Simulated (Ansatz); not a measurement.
# One shape, several levels: C2H7B (SMILES BCC)

Wanted: a comparison of 6 runs (HF/STO-3G, HF/cc-pVDZ, BLYP/cc-pVDZ, PBE0/cc-pVDZ, revPBE/cc-pVDZ, wB97X/cc-pVDZ) of C2H7B. 

The results are computed with Ansatz 0.2.0.

47 further runs of the same task are left out: 47 set aside as unsound or not needed. Runs told in other sessions of the task aren't counted.

## Step 1: The system as given

The species is C2H7B (10 atoms), meant as a singlet with charge 0. SMILES: `BCC`. One bond was lengthened or shortened from a relaxed shape.

Bond lengths: B1–C2 1.551 Å, C2–C3 1.522 Å, B1–H4 1.200 Å, B1–H5 1.199 Å, C2–H6 1.102 Å, C2–H7 1.267 Å, C3–H8 1.093 Å, C3–H9 1.093 Å, C3–H10 1.093 Å. Some angles: B1–C2–C3 118.3°, B1–C2–H6 106.6°, B1–C2–H7 106.4°, C3–C2–H6 111.1°, C3–C2–H7 111.1°, C2–B1–H4 122.2°, C2–B1–H5 119.5°, C2–C3–H8 112.2°, C2–C3–H9 111.1°, C2–C3–H10 111.1°.

## Step 2: A single-point energy at HF/STO-3G (run 1)

run.yaml reads:

```yaml
crystal:
  periodic: [false, false, false]
  atoms:
    - symbol: B
      position_ang: [-1.016991, 0.884748, -0.596639]
    - symbol: C
      position_ang: [0.327909, 0.323648, -0.066139]
    - symbol: C
      position_ang: [0.290909, -0.883652, 0.860461]
    - symbol: H
      position_ang: [-2.073391, 0.396548, -0.303439]
    - symbol: H
      position_ang: [-1.013391, 1.837048, -1.325439]
    - symbol: H
      position_ang: [0.856909, 1.168048, 0.404261]
    - symbol: H
      position_ang: [1.046800, 0.094100, -1.084500]
    - symbol: H
      position_ang: [1.290509, -1.196752, 1.172161]
    - symbol: H
      position_ang: [-0.284091, -0.667652, 1.764261]
    - symbol: H
      position_ang: [-0.186091, -1.737852, 0.373761]
basis:
  gaussian: {orbitals: STO-3G}
hamiltonian: {xc: hf}
accuracy: high
output: {orbitals: {seedname: orbitals}}
```

Run with:

```sh
$ ansatz run run.yaml --threads 1 --pin off --max-ram 2610MiB --events-out events.jsonl --progress --plain --runs-dir runs
```

What it wrote:

```text
Warning: RAYON_NUM_THREADS=1 ignored (pool sized by the plan → 1); use --threads N
Functional definition: HF
  name "HF"
  exchange = exact_x
  correlation = 0
421 factors; integrals over basis functions are off by at most 3.1e-8 eV
mean field evaluation 1: about -2807.8337 eV, gradient 1.4e1 eV
mean field evaluation 2: about -2807.9637 eV, gradient 1.4e1 eV
mean field evaluation 4: about -2808.8281 eV, gradient 4.8e-1 eV
mean field evaluation 8: about -2808.8283 eV, gradient 9.4e-7 eV
mean field -2808.82829498 eV, -103.2225359484 hartree, gradient 7.6e-8 eV, S^2 0.000000; 0 other end points of the search recorded, 0 dependent functions left out
reference -2808.82829498 eV, -103.2225359484 hartree; 12, 12 occupied and 10, 10 virtual orbitals, 421 factors
Total energy: -2808.82829498 eV, -103.2225359484 hartree
```

Wall time 0.16 s (1 thread of Arm Neoverse V1, shared host).

## Step 3: A single-point energy at HF/cc-pVDZ (run 2)

input.yaml reads:

```yaml
crystal:
  periodic: [false, false, false]
  atoms:
    - {symbol: B, position_ang: [-1.016991, 0.884748, -0.596639]}
    - {symbol: C, position_ang: [0.327909, 0.323648, -0.066139]}
    - {symbol: C, position_ang: [0.290909, -0.883652, 0.860461]}
    - {symbol: H, position_ang: [-2.073391, 0.396548, -0.303439]}
    - {symbol: H, position_ang: [-1.013391, 1.837048, -1.325439]}
    - {symbol: H, position_ang: [0.856909, 1.168048, 0.404261]}
    - {symbol: H, position_ang: [1.046800, 0.094100, -1.084500]}
    - {symbol: H, position_ang: [1.290509, -1.196752, 1.172161]}
    - {symbol: H, position_ang: [-0.284091, -0.667652, 1.764261]}
    - {symbol: H, position_ang: [-0.186091, -1.737852, 0.373761]}
basis:
  gaussian: {orbitals: cc-pVDZ}
hamiltonian: {xc: hf}
accuracy: high
output: {orbitals: {seedname: orbitals}}
```

Run with:

```sh
$ ansatz run input.yaml --threads 1 --pin off --max-ram 2610MiB --events-out events.jsonl --progress --plain --runs-dir runs
```

What it wrote:

```text
Warning: RAYON_NUM_THREADS=1 ignored (pool sized by the plan → 1); use --threads N
[... 4 set-up lines as earlier in the session ...]
1888 factors; integrals over basis functions are off by at most 3.3e-9 eV
mean field evaluation 1: about -2840.7701 eV, gradient 2.5e1 eV
mean field evaluation 2: about -2840.7706 eV, gradient 2.5e1 eV
mean field evaluation 4: about -2842.6930 eV, gradient 2.8e0 eV
mean field evaluation 8: about -2842.7227 eV, gradient 2.4e-2 eV
mean field -2842.72268390 eV, -104.4681317666 hartree, gradient 8.5e-9 eV, S^2 0.000000; 0 other end points of the search recorded, 0 dependent functions left out
reference -2842.72268390 eV, -104.4681317666 hartree; 12, 12 occupied and 65, 65 virtual orbitals, 1888 factors
Total energy: -2842.72268390 eV, -104.4681317666 hartree
```

Wall time 1.6 s (1 thread of Arm Neoverse V1, shared host); peak memory 0.18 GiB.

Runs 3 to 5 aren't shown in full; the table further down has their settings and results.

## Step 4: A single-point energy at wB97X/cc-pVDZ (run 6)

input.yaml, as its differences from that of step 3:

```diff
@@ -15,3 +15,3 @@
   gaussian: {orbitals: cc-pVDZ}
-hamiltonian: {xc: hf}
+hamiltonian: {xc: {name: wB97X}}
 accuracy: high
```

Run with:

```sh
$ ansatz run input.yaml --threads 1 --pin off --max-ram 2610MiB --events-out events.jsonl --progress --plain --runs-dir runs
```

What it wrote, shortened:

```text
Warning: RAYON_NUM_THREADS=1 ignored (pool sized by the plan → 1); use --threads N
Functional definition: wB97X
  name "wB97X"
[...]
      + exact_x_lr(omega)
[...]
      + integral(e_c_pw_opposite_spin*poly(b97_u_opposite, 1, cos1, cos2, cos3, cos4))
1888 factors; integrals over basis functions are off by at most 3.3e-9 eV
361 factors; integrals over basis functions are off by at most 2.4e-9 eV
[...]
mean field -2862.93323161 eV, -105.2108556957 hartree, gradient 2.2e-8 eV, S^2 0.000000; 0 other end points of the search recorded, 0 dependent functions left out
reference -2862.93322865 eV, -105.2108555870 hartree; 12, 12 occupied and 65, 65 virtual orbitals, 1888 factors
Total energy: -2862.93322865 eV, -105.2108555870 hartree
```

Wall time 19 s (1 thread of Arm Neoverse V1, shared host); peak memory 0.38 GiB.

## Step 5: The series

| run | level | energy (Eh) | HOMO energy (eV) | LUMO energy (eV) | HOMO–LUMO gap (eV) | wall time |
| --- | --- | --- | --- | --- | --- | --- |
| 1 | HF/STO-3G | -103.222536 | -10.85 | 6.91 | 17.77 | 0.16 s |
| 2 | HF/cc-pVDZ | -104.468132 | -12.04 | 2.51 | 14.55 | 1.6 s |
| 3 | BLYP/cc-pVDZ | -105.156537 | -7.19 | -2.05 | 5.14 | 4.5 s |
| 4 | PBE0/cc-pVDZ | -105.097360 | -8.67 | -1.17 | 7.50 | 4.8 s |
| 5 | revPBE/cc-pVDZ | -105.203418 | -7.26 | -2.10 | 5.16 | 4.5 s |
| 6 | wB97X/cc-pVDZ | -105.210856 | -11.14 | 1.17 | 12.31 | 19 s |

## Step 6: What came out

| quantity | value |
| --- | --- |
| run 6: total energy | -105.21086 Eh |
| run 6: HOMO energy | -11.14 eV |
| run 6: LUMO energy | 1.17 eV |
| run 6: HOMO–LUMO gap | 12.31 eV |

What this shows: The HOMO–LUMO gap runs from 5.14 eV (BLYP/cc-pVDZ) to 17.77 eV (HF/STO-3G). The two ends differ in method and basis. Totals of different functionals can't be ranked against each other. In run 1 the basis is minimal, so the values are rough. All runs together took 34 s, the longest 19 s.
